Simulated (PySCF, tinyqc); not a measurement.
CIS on RHF in the sto-6g basis, for HF, spin multiplicity 1, step by step. The lowest restricted solution is unstable here: a spin-polarised one lies 0.0016 hartree lower (PySCF). Computed by tinyqc, a small Python program that keeps every step (integrals from PySCF). Settings: charge = 0, multiplicity = 1, basis = sto-6g, method = RHF, energy threshold = 1e-10, iteration cap = 78, orthogonalisation = symmetric, start = core, DIIS depth = 6. Command: `OMP_NUM_THREADS=1 python tinyqc.py 20249 20250 out.jsonl` (the two numbers bound the seeds that draw the settings). One thread of a shared host (Intel(R) Xeon(R) Processor @ 2.60GHz), about 0.1 s of CPU time with the checks. The early iterations of the SCF are left out here.

## One-electron integrals

Geometry (angstrom):
```
atom        x        y        z
F     0.00000  0.00000  0.00000
H     0.00000  0.00000  1.23800
```

Basis sto-6g: exponents (1/bohr^2) and contraction coefficients of normalised primitives:
```
element  l (shell)    exponent  coefficient
F            s (1)  1728.62657      0.00916
F            s (1)   316.94179      0.04936
F            s (1)    88.66889      0.16854
F            s (1)    30.46016      0.37056
F            s (1)    11.82857      0.41649
F            s (1)     4.87166      0.13033
F            s (2)    67.03228     -0.01325
F            s (2)    13.26744     -0.04699
F            s (2)     4.12351     -0.03379
F            s (2)     1.58646      0.25024
F            s (2)     0.68900      0.59512
F            s (2)     0.31582      0.24071
F            p (3)    67.03228      0.00376
F            p (3)    13.26744      0.03768
F            p (3)     4.12351      0.17390
F            p (3)     1.58646      0.41804
F            p (3)     0.68900      0.42586
F            p (3)     0.31582      0.10171
H            s (1)    35.52322      0.00916
H            s (1)     6.51314      0.04936
H            s (1)     1.82214      0.16854
H            s (1)     0.62596      0.37056
H            s (1)     0.24308      0.41649
H            s (1)     0.10011      0.13033
```

Overlap, kinetic and nuclear-attraction integrals over the contracted functions; the nuclear repulsion is the sum of Za Zb / Rab.

nuclear repulsion = 3.8470072 hartree

overlap S, lower triangle:
```
          1F 1s    1F 2s   1F 2px   1F 2py   1F 2pz    2H 1s
1F 1s   1.00000
1F 2s   0.23248  1.00000
1F 2px  0.00000  0.00000  1.00000
1F 2py  0.00000  0.00000  0.00000  1.00000
1F 2pz  0.00000  0.00000  0.00000  0.00000  1.00000
2H 1s   0.02409  0.26872  0.00000  0.00000  0.23258  1.00000
```

kinetic energy T (hartree), lower triangle:
```
           1F 1s    1F 2s   1F 2px   1F 2py   1F 2pz    2H 1s
1F 1s   37.39773
1F 2s   -1.14335  1.08230
1F 2px   0.00000  0.00000  3.25133
1F 2py   0.00000  0.00000  0.00000  3.25133
1F 2pz   0.00000  0.00000  0.00000  0.00000  3.25133
2H 1s   -0.00556  0.01647  0.00000  0.00000  0.08552  0.76852
```

nuclear attraction V (hartree), lower triangle:
```
            1F 1s      1F 2s     1F 2px     1F 2py     1F 2pz     2H 1s
1F 1s   -78.24990
1F 2s    -7.96508  -11.90255
1F 2px    0.00000    0.00000  -11.88437
1F 2py    0.00000    0.00000    0.00000  -11.88437
1F 2pz   -0.00874   -0.10284    0.00000    0.00000  -11.93739
2H 1s    -0.94426   -2.26624    0.00000    0.00000   -1.69844  -5.04120
```

core Hamiltonian H = T + V (hartree), lower triangle:
```
            1F 1s      1F 2s    1F 2px    1F 2py    1F 2pz     2H 1s
1F 1s   -40.85217
1F 2s    -9.10843  -10.82026
1F 2px    0.00000    0.00000  -8.63305
1F 2py    0.00000    0.00000   0.00000  -8.63305
1F 2pz   -0.00874   -0.10284   0.00000   0.00000  -8.68607
2H 1s    -0.94981   -2.24977   0.00000   0.00000  -1.61292  -4.27268
```

## Two-electron integrals

Functions are numbered as in S; the eight-fold symmetry (ij|kl) = (ji|kl) = (kl|ij) leaves the list below.

Two-electron integrals (ij|kl) in chemists' order, unique and non-zero (hartree):
```
(11|11) 5.40624   (21|11) 0.76813   (21|21) 0.13891   (22|11) 1.26627
(22|21) 0.28399   (22|22) 0.92637   (31|31) 0.02945   (32|31) 0.04468
(32|32) 0.20475   (33|11) 1.26627   (33|21) 0.28399   (33|22) 0.92637
(33|33) 0.99808   (41|41) 0.02945   (42|41) 0.04468   (42|42) 0.20475
(43|43) 0.05379   (44|11) 1.26627   (44|21) 0.28399   (44|22) 0.92637
(44|33) 0.89051   (44|44) 0.99808   (51|51) 0.02945   (52|51) 0.04468
(52|52) 0.20475   (53|53) 0.05379   (54|54) 0.05379   (55|11) 1.26627
(55|21) 0.28399   (55|22) 0.92637   (55|33) 0.89051   (55|44) 0.89051
(55|55) 0.99808   (61|11) 0.08463   (61|21) 0.01468   (61|22) 0.02940
(61|33) 0.02935   (61|44) 0.02935   (61|51) 0.00064   (61|52) 0.00126
(61|55) 0.02950   (61|61) 0.00158   (62|11) 0.23072   (62|21) 0.05260
(62|22) 0.19349   (62|33) 0.19071   (62|44) 0.19071   (62|51) 0.00383
(62|52) 0.02975   (62|55) 0.19907   (62|61) 0.00557   (62|62) 0.05181
(63|31) 0.00562   (63|32) 0.03293   (63|53) 0.00611   (63|63) 0.00729
(64|41) 0.00562   (64|42) 0.03293   (64|54) 0.00611   (64|64) 0.00729
(65|11) 0.16490   (65|21) 0.03810   (65|22) 0.14971   (65|33) 0.14362
(65|44) 0.14362   (65|51) 0.00796   (65|52) 0.05404   (65|55) 0.16190
(65|61) 0.00419   (65|62) 0.04920   (65|65) 0.05351   (66|11) 0.42225
(66|21) 0.09805   (66|22) 0.41575   (66|33) 0.40325   (66|44) 0.40325
(66|51) 0.00805   (66|52) 0.08892   (66|55) 0.44074   (66|61) 0.01043
(66|62) 0.15069   (66|65) 0.16549   (66|66) 0.77500
```

## Orthogonalisation

S = U s U^T; symmetric (Loewdin) form X = U s^(-1/2) U^T, so that X^T S X = 1.

eigenvalues of S: 0.60716  0.85505  1.00000  1.00000  1.12412  1.41367

X, lower triangle:
```
           1F 1s     1F 2s   1F 2px   1F 2py    1F 2pz    2H 1s
1F 1s    1.02153
1F 2s   -0.12374   1.05242
1F 2px   0.00000   0.00000  1.00000
1F 2py   0.00000   0.00000  0.00000  1.00000
1F 2pz  -0.00286   0.02648  0.00000  0.00000   1.02239
2H 1s    0.01336  -0.14913  0.00000  0.00000  -0.12659  1.05269
```

## Starting guess

The start is the orbitals of the core Hamiltonian; D = 2 C_occ C_occ^T.

D at the start, lower triangle:
```
           1F 1s     1F 2s   1F 2px   1F 2py    1F 2pz    2H 1s
1F 1s    2.11714
1F 2s   -0.50859   2.20626
1F 2px   0.00000   0.00000  2.00000
1F 2py   0.00000   0.00000  0.00000  2.00000
1F 2pz  -0.01520   0.08595  0.00000  0.00000   2.07846
2H 1s    0.04778  -0.19894  0.00000  0.00000  -0.21272  0.03819
```

## Iteration 7 (converged): orbitals

converged F (hartree), lower triangle:
```
            1F 1s     1F 2s    1F 2px    1F 2py    1F 2pz     2H 1s
1F 1s   -26.26004
1F 2s    -6.37179  -2.88824
1F 2px    0.00000   0.00000  -0.47206
1F 2py    0.00000   0.00000   0.00000  -0.47206
1F 2pz   -0.01469  -0.02506   0.00000   0.00000  -0.22893
2H 1s    -0.66744  -0.64107   0.00000   0.00000  -0.42968  -0.29570
```

Diagonalise F' = X^T F X, C = X C', fill 5 alpha and 5 beta electrons from the bottom; D = 2 C_occ C_occ^T. Each column has its largest component positive (the first on a tie).

F' = X^T F X (hartree), lower triangle:
```
           1         2         3         4         5         6
1  -25.85238
2   -3.17025  -1.76957
3    0.00000   0.00000  -0.47206
4    0.00000   0.00000   0.00000  -0.47206
5   -0.02930   0.05753   0.00000   0.00000  -0.13155
6   -0.06424  -0.31637   0.00000   0.00000  -0.41600  -0.07875
```

orbital energies (hartree): MO1 -26.26315, MO2 -1.42927, MO3 -0.49323, MO4 -0.47206, MO5 -0.47206, MO6 0.35341

coefficients C:
```
             MO1       MO2       MO3      MO4       MO5       MO6
1F 1s    0.99723  -0.24503   0.04626  0.00000   0.00000   0.04881
1F 2s    0.01185   0.99776  -0.25449  0.00000   0.00000  -0.29225
1F 2px   0.00000   0.00000   0.00000  0.32851   0.94450   0.00000
1F 2py   0.00000   0.00000   0.00000  0.94450  -0.32851   0.00000
1F 2pz   0.00097   0.02525   0.68809  0.00000   0.00000  -0.76676
2H 1s   -0.00181   0.09154   0.59550  0.00000   0.00000   0.88521
```

D after iteration 7, lower triangle:
```
           1F 1s     1F 2s   1F 2px   1F 2py   1F 2pz    2H 1s
1F 1s    2.11328
1F 2s   -0.48887   2.12087
1F 2px   0.00000   0.00000  2.00000
1F 2py   0.00000   0.00000  0.00000  2.00000
1F 2pz   0.05321  -0.29981  0.00000  0.00000  0.94821
2H 1s    0.00663  -0.12046  0.00000  0.00000  0.82413  0.72601
```

Within a degenerate level the vectors are fixed only up to a rotation; this is one choice.

## Convergence

Stop when the energy changes by less than 1e-10 hartree and every element of the error matrix X^T (F D S - S D F) X is below 3e-06.

Course of the cycle:
```
iteration  E (hartree)     change  largest element of the error matrix
1          -98.8319885          -                             4.61e-01
2          -99.4314325  -5.99e-01                             8.94e-02
3          -99.4391588  -7.73e-03                             2.23e-02
4          -99.4394859  -3.27e-04                             7.81e-04
5          -99.4394864  -4.77e-07                             5.99e-05
6          -99.4394864  -2.78e-09                             2.68e-07
7          -99.4394864  -5.68e-14                             3.59e-09
```

PySCF RHF in the same basis = -99.4394864 hartree

Converged in 7 iterations.

## Populations, bond orders and dipole

Mulliken: Z minus the diagonal of D S on the atom; Loewdin: the same with S^(1/2) D S^(1/2); Mayer order: 2 sum_s sum (D(s) S)_ij (D(s) S)_ji over the two atoms.

Charges (e):
```
atom  Mulliken   Loewdin
1F    -0.11452  -0.09562
2H     0.11452   0.09562
```

Mayer bond orders:
```
pair    order
2-1   0.98688
```

dipole moment about the origin, x y z (debye): 0.00000  0.00000  1.08122

## Integrals over molecular orbitals

(pq|rs) = sum C_ip C_jq C_kr C_ls (ij|kl), one index at a time.

one-electron integrals over orbitals h = C^T H C (hartree), lower triangle:
```
           1         2         3         4         5         6
1  -40.83915
2    0.73253  -9.19322
3   -0.13303   0.49422  -6.85825
4    0.00000   0.00000   0.00000  -8.63305
5    0.00000   0.00000   0.00000   0.00000  -8.63305
6   -0.14765   0.79965   2.25624   0.00000   0.00000  -5.99038
```

Two-electron integrals over orbitals (pq|rs), unique and non-zero (hartree):
```
(11|11) 5.38242    (21|11) -0.53451   (21|21) 0.08555    (22|11) 1.25256
(22|21) -0.02417   (22|22) 0.87655    (31|11) 0.10297    (31|21) -0.01601
(31|22) 0.00670    (31|31) 0.01815    (32|11) -0.12170   (32|21) 0.00542
(32|22) -0.04508   (32|31) 0.02060    (32|32) 0.13556    (33|11) 0.89446
(33|21) -0.00818   (33|22) 0.69629    (33|31) -0.00237   (33|32) -0.01553
(33|33) 0.67994    (41|41) 0.03035    (42|41) 0.04004    (42|42) 0.18965
(43|41) -0.00697   (43|42) -0.02766   (43|43) 0.03567    (44|11) 1.26599
(44|21) -0.01420   (44|22) 0.89753    (44|31) 0.00263    (44|32) -0.06539
(44|33) 0.68216    (44|44) 0.99808    (51|51) 0.03035    (52|51) 0.04004
(52|52) 0.18965    (53|51) -0.00697   (53|52) -0.02766   (53|53) 0.03567
(54|54) 0.05379    (55|11) 1.26599    (55|21) -0.01420   (55|22) 0.89753
(55|31) 0.00263    (55|32) -0.06539   (55|33) 0.68216    (55|44) 0.89051
(55|55) 0.99808    (61|11) 0.11091    (61|21) -0.01852   (61|22) 0.00296
(61|31) -0.01242   (61|32) -0.02328   (61|33) 0.00575    (61|44) 0.00286
(61|55) 0.00286    (61|61) 0.02067    (62|11) -0.15997   (62|21) 0.00450
(62|22) -0.08681   (62|31) -0.02000   (62|32) -0.07645   (62|33) -0.02348
(62|44) -0.08543   (62|55) -0.08543   (62|61) 0.01870    (62|62) 0.09102
(63|11) -0.41996   (63|21) 0.00653    (63|22) -0.23696   (63|31) 0.00157
(63|32) 0.07955    (63|33) -0.09546   (63|44) -0.24506   (63|55) -0.24506
(63|61) -0.00444   (63|62) 0.03702    (63|63) 0.23052    (64|41) -0.00699
(64|42) -0.02842   (64|43) -0.02222   (64|64) 0.02877    (65|51) -0.00699
(65|52) -0.02842   (65|53) -0.02222   (65|65) 0.02877    (66|11) 0.83839
(66|21) -0.00853   (66|22) 0.63923    (66|31) 0.01019    (66|32) 0.04680
(66|33) 0.64919    (66|44) 0.62248    (66|55) 0.62248    (66|61) -0.00726
(66|62) -0.05404   (66|63) -0.02324   (66|66) 0.67721
```

## CIS matrix, singlets

A(ia,jb) = (e_a - e_i) d_ij d_ab + 2 (ia|jb) - (ij|ab).

CIS matrix A, singlet (hartree), lower triangle:
```
          1>6      2>6      3>6      4>6      5>6
1>6  25.81950
2>6   0.04594  1.32549
3>6  -0.01907  0.02725  0.65849
4>6   0.00000  0.00000  0.00000  0.26053
5>6   0.00000  0.00000  0.00000  0.00000  0.26053
```

## CIS singlet states

dipole integrals <i|r|a> (bohr):
```
            x         y         z
1>6   0.00000   0.00000  -0.04092
2>6   0.00000   0.00000  -0.06278
3>6   0.00000   0.00000   1.19551
4>6  -0.00608  -0.01748   0.00000
5>6  -0.01748   0.00608   0.00000
```

Diagonalise A (1 hartree = 27.211386 eV); each vector has its largest component positive (the first on a tie). The transition dipole is mu = sqrt2 sum c_ia <i|r|a>.

singlet excitation energies (eV): 7.08946  7.08946  17.88763  36.09631  702.58717

lowest vectors:
```
      state 1  state 2   state 3   state 4   state 5
1>6   0.00000  0.00000   0.00083  -0.00184   1.00000
2>6   0.00000  0.00000  -0.04081   0.99917   0.00187
3>6   0.00000  0.00000   0.99917   0.04081  -0.00076
4>6  -0.18953  0.98188   0.00000   0.00000   0.00000
5>6   0.98188  0.18953   0.00000   0.00000   0.00000
```

oscillator strengths 2/3 w |mu|^2: 0.00012  0.00012  1.25592  0.00034  0.06057

Within a degenerate level the vectors are fixed only up to a rotation; this is one choice.

## CIS matrix, triplets

A(ia,jb) = (e_a - e_i) d_ij d_ab - (ij|ab).

CIS matrix A, triplet (hartree), lower triangle:
```
          1>6       2>6      3>6      4>6      5>6
1>6  25.77816
2>6   0.00853   1.14344
3>6  -0.01019  -0.04680  0.19745
4>6   0.00000   0.00000  0.00000  0.20299
5>6   0.00000   0.00000  0.00000  0.00000  0.20299
```

## CIS triplet states

Diagonalise A (1 hartree = 27.211386 eV); each vector has its largest component positive (the first on a tie).

triplet excitation energies (eV): 5.30990  5.52371  5.52371  31.17730  701.45980

lowest vectors:
```
     state 1   state 2  state 3   state 4   state 5
1>6  0.00038   0.00000  0.00000  -0.00037   1.00000
2>6  0.04928   0.00000  0.00000   0.99878   0.00035
3>6  0.99878   0.00000  0.00000  -0.04928  -0.00040
4>6  0.00000  -0.13316  0.99109   0.00000   0.00000
5>6  0.00000   0.99109  0.13316   0.00000   0.00000
```

Within a degenerate level the vectors are fixed only up to a rotation; this is one choice.
